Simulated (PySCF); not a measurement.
methanol (CH4O), SMILES OC.

Geometry optimised at B3LYP-D3(BJ)/def2-TZVP.

All values below come from TDA-PBE/def2-TZVPD (PySCF 2.14.0).

Vertical excitations. The molecule is in vacuum. State labels are in the subgroup Cs.

| state | symmetry | energy (eV) | λ (nm) | f | main pairs |
|---|---|---|---|---|---|
| S1 | A" | 5.92 | 209 | 0.000 | HOMO→LUMO 99 % |
| S2 | A" | 6.75 | 184 | 0.027 | HOMO→LUMO+1 99 % |
| S3 | A' | 7.60 | 163 | 0.024 | HOMO→LUMO+2 56 %, HOMO−1→LUMO 43 % |
| S4 | A' | 7.68 | 161 | 0.025 | HOMO−1→LUMO 56 %, HOMO→LUMO+2 43 % |
| S5 | A" | 7.69 | 161 | 0.012 | HOMO→LUMO+3 100 % |
| S6 | A" | 8.39 | 148 | 0.001 | HOMO→LUMO+4 100 % |
| S7 | A' | 8.49 | 146 | 0.047 | HOMO−1→LUMO+1 98 % |
| S8 | A" | 8.70 | 142 | 0.004 | HOMO→LUMO+5 100 % |
| S9 | A' | 9.16 | 135 | 0.010 | HOMO→LUMO+6 93 % |
| S10 | A" | 9.33 | 133 | 0.018 | HOMO−1→LUMO+2 100 % |
| T1 | A" | 5.69 | 218 | 0 | HOMO→LUMO 99 % |
| T2 | A" | 6.52 | 190 | 0 | HOMO→LUMO+1 99 % |
| T3 | A' | 7.36 | 169 | 0 | HOMO−1→LUMO 92 % |
| T4 | A' | 7.47 | 166 | 0 | HOMO→LUMO+2 93 % |
Triplets are in the Tamm–Dancoff approximation.
